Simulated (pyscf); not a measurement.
Structures and frequencies: ωB97X-D3(BJ)/def2-SVP in PySCF.

### Question
Estimate the classical barrier height and the reaction energy of H₂N–Si(NH₂)(OH)–Cl + hydrogen (H₂) → H₂N–SiH(NH₂)–Cl + water (H₂O) at PBE0-D3(BJ)/def2-TZVP. The step runs on the singlet surface, breaks O–Si, H–H and forms H–Si, H–O; take the separated reactants as zero.

### Answer
ΔE‡ = 52.9 kcal/mol, ΔE = +22.6 kcal/mol. ωB97M-D3(BJ)/def2-TZVP gives 56.3 kcal/mol and +23.9 kcal/mol. Zero-point energy shifts the barrier by +3.5 kcal/mol. It is a four-centre exchange, with an imaginary mode of 1292i cm⁻¹. This is the saddle that the search found; another between the same sides may lie lower.
